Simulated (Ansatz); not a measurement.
# C5H8O: a ladder of functionals and wavefunction methods

The task here is to estimate one member of a computed series from the others.

The runs use Ansatz 0.2.0, Gaussian basis; functionals in def2-TZVPP, the program's frozen cores in correlated methods.

The runs, in order: LDA (SPW92), PBE-D4, revPBE-D4, BLYP-D4, r2SCAN-D4, B97M-V, PBE0-D4, B3LYP-D4, r2SCANh-D4, r2SCAN0-D4, HSE06-D4, BHLYP-D4, CAM-B3LYP-D4, LC-ωPBE, ωB97X-V, ωB97M-V, B2PLYP, PBE-QIDH; CCSD(T)/def2-SVP; CCSD(T)/def2-TZVPP; MP2/def2-QZVPP; extrapolation to the limit; RPA on PBE.

## Structure used throughout

All runs share one geometry, relaxed beforehand with PBE0-D4 in a triple-zeta def2 set.

14 atoms, charge 0, spin multiplicity 1.

Atoms are counted from 1 here; the program's logs count them from 0.

Bond lengths: C1–C2 1.478 Å, C1–H7 1.089 Å, C1–H8 1.094 Å, C1–H9 1.093 Å, C2–C3 1.331 Å, C2–O6 1.364 Å, C3–C4 1.501 Å, C3–H10 1.079 Å, C4–C5 1.533 Å, C4–H11 1.093 Å, C4–H12 1.097 Å, C5–O6 1.436 Å, C5–H13 1.095 Å, C5–H14 1.090 Å. Angles: C2–C1–H7 110.6°, C2–C1–H8 110.3°, C2–C1–H9 110.6°, H7–C1–H8 108.9°, H7–C1–H9 109.1°, H8–C1–H9 107.3°, C1–C2–C3 131.3°, C1–C2–O6 114.7°, C3–C2–O6 114.0°, C2–C3–C4 109.0°, C2–C3–H10 125.3°, C4–C3–H10 125.6°, C3–C4–C5 100.6°, C3–C4–H11 113.8°, C3–C4–H12 111.6°, C5–C4–H11 111.4°, C5–C4–H12 112.3°, H11–C4–H12 107.1° and more.

The first run:

The input, in.yaml:

```yaml
crystal:
  periodic: [false, false, false]
  atoms:
    - {symbol: C, position_ang: [-0.863769, 0.398644, 1.948189]}
    - {symbol: C, position_ang: [-0.271786, 0.102250, 0.626349]}
    - {symbol: C, position_ang: [0.675493, -0.758595, 0.262091]}
    - {symbol: C, position_ang: [0.831439, -0.711902, -1.230457]}
    - {symbol: C, position_ang: [0.008642, 0.538516, -1.562052]}
    - {symbol: O, position_ang: [-0.800296, 0.815983, -0.408985]}
    - {symbol: H, position_ang: [-0.405274, -0.217256, 2.720729]}
    - {symbol: H, position_ang: [-1.940040, 0.205586, 1.933542]}
    - {symbol: H, position_ang: [-0.726358, 1.452816, 2.203130]}
    - {symbol: H, position_ang: [1.194536, -1.431800, 0.926903]}
    - {symbol: H, position_ang: [1.867525, -0.607994, -1.562181]}
    - {symbol: H, position_ang: [0.428925, -1.614001, -1.707400]}
    - {symbol: H, position_ang: [0.655975, 1.405556, -1.730768]}
    - {symbol: H, position_ang: [-0.655022, 0.422187, -2.419070]}
basis:
  gaussian: {orbitals: def2-TZVPP}
hamiltonian: {xc: lda}
output: {orbitals: {seedname: orbitals}}
```

Started as:

```console
$ ansatz run in.yaml --threads 4 --pin off --events-out ev --progress --plain --max-ram 10444MiB
```

Steps of the session up to this table: LDA; PBE-D4 (GGA); revPBE-D4 (GGA); BLYP-D4 (GGA); r2SCAN-D4 (meta-GGA); B97M-V (meta-GGA); B3LYP-D4 (hybrid); r2SCANh-D4 (hybrid); r2SCAN0-D4 (hybrid); HSE06-D4 (hybrid); BHLYP-D4 (hybrid); CAM-B3LYP-D4 (range-separated); LC-ωPBE (range-separated); ωB97X-V (range-separated); ωB97M-V (range-separated); B2PLYP (double hybrid); PBE-QIDH (double hybrid).

One of the session's tables, all rows but one given; the rest of the session is left out.

It belongs to the step «Orbital energies across the functionals». 

| functional | HOMO (eV) | LUMO (eV) | gap (eV) |
| --- | --- | --- | --- |
| LDA (SPW92) | -4.89 | -0.17 | 4.71 |
| PBE-D4 | -4.74 | 0.03 | 4.78 |
| revPBE-D4 | -4.68 | 0.11 | 4.80 |
| BLYP-D4 | -4.63 | 0.14 | 4.78 |
| r2SCAN-D4 | -4.93 | 0.30 | 5.23 |
| B97M-V | -5.01 | 0.34 | 5.34 |
| PBE0-D4 | -5.93 | 1.05 | 6.98 |
| B3LYP-D4 | ? | ? | ? |
| r2SCANh-D4 | -5.38 | 0.67 | 6.05 |
| r2SCAN0-D4 | -6.06 | 1.21 | 7.27 |
| HSE06-D4 | -5.53 | 0.67 | 6.20 |
| BHLYP-D4 | -7.01 | 2.01 | 9.02 |
| CAM-B3LYP-D4 | -7.27 | 2.14 | 9.41 |
| LC-ωPBE | -8.57 | 3.34 | 11.91 |
| ωB97X-V | -8.24 | 3.24 | 11.48 |
| ωB97M-V | -8.16 | 2.85 | 11.01 |

Estimate the missing values for B3LYP-D4.

Worked estimate for «HOMO (eV)». Against the share of exact exchange, BLYP-D4 (0, -4.63), BHLYP-D4 (0.5, -7.01) give a slope of -4.76 per unit share; at 0.2 the line stands at -5.58.

**Answer.** HOMO (eV): -5.74; LUMO (eV): 0.79; gap (eV): 6.53. In «HOMO (eV)» the line misses by +0.16.
